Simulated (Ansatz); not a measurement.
Basis-set extrapolation for C6H12 (`CC(C)=C(C)C`) (PBE0-D4/def2-TZVP geometry, frozen core, Ansatz). Multiplicity 1, RHF reference.

```csv
,def2-TZVPP,def2-QZVPP
HF,-234.258897,-234.269762
MP2 correlation,-1.040286,-1.104453
CCSD(T) correlation,-1.147510,not run
```

Energies in hartree. Use E(X) = E(∞) + A·exp(−7.88·√X) for Hartree–Fock and E(X) = E(∞) + B·X^(−2.97) for correlation, with X = 3 and 4, and add CCSD(T) minus MP2 of the smaller set to the MP2 limit.

Task: What is the CCSD(T) energy at the basis-set limit?

Result: HF limit: -234.269762 + (-0.010865) × 0.13774 = -234.27126. MP2 limit: -1.104453 + (-0.064167) × 0.74074 = -1.15198. Higher-order term: -1.147510 − (-1.040286) = -0.10722. Total: -235.53046 hartree, 77.8 kcal/mol below CCSD(T)/def2-TZVPP.
